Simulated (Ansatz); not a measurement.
Species: methylamine, CH₅N, charge 0, multiplicity 1. SMILES: CN
Geometry: optimised at B3LYP-D3(BJ)/def2-TZVP (Ansatz, an electronic-structure program).

Quantity: enthalpy of formation at 298 K, in kcal/mol. Set-up: UHF or UKS for open shells; non-relativistic; valence correlation only; 6-311+G** with 5d; spin-orbit terms left out; six Cartesian d functions in 6-31G* and its kin unless marked 5d; LANL2DZ all-electron up to Ne. CBS(X,Y): correlation extrapolated as X^-3; Hartree-Fock from the larger set. The bracket is a focal-point correction in the basis named. Ab initio and DFT rows: single points at B3LYP-D3(BJ) geometries (Ansatz), with unscaled harmonic terms from B3LYP/6-31G* at its own minima, enthalpies of formation by atomisation with measured atoms.

Measured values: Active Thermochemical Tables 1.112 (ions: stationary electron), as tabulated in the package chemicals; they hold spin-orbit and core effects, anharmonicity. 

Value to compare with, the measured value: -5.0 kcal/mol.

```json
[
 {"level": "HF/STO-3G", "program": "Ansatz", "enthalpy of formation at 298 K (kcal/mol)": "87.4", "error": "92.4"},
 {"level": "HF/3-21G", "program": "Ansatz", "enthalpy of formation at 298 K (kcal/mol)": "192.8", "error": "197.8"},
 {"level": "HF/LANL2DZ", "program": "Ansatz", "enthalpy of formation at 298 K (kcal/mol)": "191.5", "error": "196.5"},
 {"level": "HF/6-31G*", "program": "Ansatz", "enthalpy of formation at 298 K (kcal/mol)": "168.4", "error": "173.4"},
 {"level": "HF/6-311+G**", "program": "Ansatz", "enthalpy of formation at 298 K (kcal/mol)": "164.5", "error": "169.5"},
 {"level": "RI-MP2/CBS(aug-cc-pVTZ,aug-cc-pVQZ)+[CCSD(T)-MP2]/aug-cc-pVTZ", "program": "Ansatz", "enthalpy of formation at 298 K (kcal/mol)": "-4.9", "error": "0.1"}
]
```

Among the 5 habitual levels, HF/3-21G lies farthest from the measured value (197.8 kcal/mol) and HF/STO-3G nearest (92.4); 5 of 5 lie above it, and their mean absolute error is 165.9 kcal/mol, the median 173.4. One case shows no general order.

The sets are all those run for this method; runs whose electronic state is in doubt are left out.
